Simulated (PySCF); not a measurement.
# Basis set benchmark on one molecule

Molecule: fluoroacetonitrile (SMILES N#CCF).

Numbering as in the mapped SMILES `[N:1]#[C:2][CH2:3][F:4]`. Hydrogens are named by the atom that carries them.

Geometry PBE0-D3(BJ)/def2-SVP throughout; GIAO in PySCF 2.14.0 with density-fitted response routines, gas phase, one conformer, non-relativistic; equivalent atoms averaged; functional PBE0.

Reference values (measured; University of Colorado NMR facility, 19F NMR Reference Standards): δ(F4) = -251.0 ppm vs CFCl3. Computed shifts are taken against CFCl3, calculated as an isolated molecule at each level.

How do the basis sets STO-3G, 6-31G, pcSseg-0, 6-31G*, def2-SVP, cc-pVDZ, pcSseg-1, aug-cc-pVDZ, 6-311+G(2d,p), def2-TZVP, cc-pVTZ, IGLO-III, pcSseg-2 perform against the reference? Times are CPU seconds on shared hosts with different chips, so compare them loosely.

## Answers


```csv
basis set,functions,F4,abs. error F,core-s
STO-3G,22,-146.3,104.7,1.1
6-31G,40,-261.3,10.3,2.3
pcSseg-0,40,-286.3,35.3,2.2
6-31G*,60,-244.5,6.5,2.9
def2-SVP,66,-234.6,16.4,3
cc-pVDZ,66,-240.6,10.4,3.2
pcSseg-1,78,-258.9,7.9,6
aug-cc-pVDZ,110,-239.8,11.2,5.2
"6-311+G(2d,p)",120,-256.0,5.0,5.3
def2-TZVP,136,-254.6,3.6,6.4
cc-pVTZ,148,-252.8,1.8,10
IGLO-III,160,-257.9,6.9,7.7
pcSseg-2,172,-256.7,5.7,5.8
```

For ¹⁹F the closest is cc-pVTZ (1.8 ppm) and the furthest STO-3G (104.7 ppm). Where a smaller basis beats a larger one, errors probably cancel; the largest sets show where the functional converges. One molecule is a small sample, and vibrational and solvent effects are absent from the calculation.

A small basis that lands close on one nucleus may do so by chance; judge by the trend and by all nuclei.
